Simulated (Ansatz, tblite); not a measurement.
Adding an electron: the cluster Li2H2⁺. Total charge 1; doublet. Geometry: PBE-D4/def2-TZVP. Ansatz, gas phase; energy differences of separate SCF runs; the reduced species is a singlet (the triplet lies 0.54 eV higher at PBE0-D4/def2-TZVP).

```xyz
4

Li   -0.148   -1.029   -1.255
Li    0.139    1.022    1.261
H     0.243   -0.472    0.357
H    -0.234    0.479   -0.364
```

The xTB rows come from tblite. In the doublet, H3 and H4 lie 1.29 Å apart (atoms count from 1), so these atoms are partly bonded to each other. The structure comes from a short search, and lower isomers may exist.

Q: Estimate orbital energies and vertical electron affinities at: GFN1-xTB; GFN2-xTB; PBE-D4/def2-TZVP; r2SCAN-D4/def2-TZVP; PBE0-D4/def2-TZVP.

A: 
```json
{"level": "GFN1-xTB", "−HOMO (eV)": "–", "−LUMO (eV)": "–", "vertical EA (eV)": "11.92", "HOMO–LUMO gap (eV)": "–"}
{"level": "GFN2-xTB", "−HOMO (eV)": "–", "−LUMO (eV)": "–", "vertical EA (eV)": "9.24", "HOMO–LUMO gap (eV)": "–"}
{"level": "PBE-D4/def2-TZVP", "−HOMO (eV)": "8.88", "−LUMO (eV)": "7.30", "vertical EA (eV)": "4.67", "HOMO–LUMO gap (eV)": "1.58"}
{"level": "r2SCAN-D4/def2-TZVP", "−HOMO (eV)": "9.12", "−LUMO (eV)": "6.73", "vertical EA (eV)": "4.45", "HOMO–LUMO gap (eV)": "2.39"}
{"level": "PBE0-D4/def2-TZVP", "−HOMO (eV)": "9.96", "−LUMO (eV)": "6.33", "vertical EA (eV)": "4.58", "HOMO–LUMO gap (eV)": "3.63"}
```

  HOMO and LUMO are the levels of the spin that leaves or enters (xTB has no such levels and no spin-polarisation term). Other spin states of the ions may lie lower, which would lower the ionisation energy or raise the affinity. Raw xTB energy differences between charge states are shifted by several eV; the methods need an empirical correction for them.
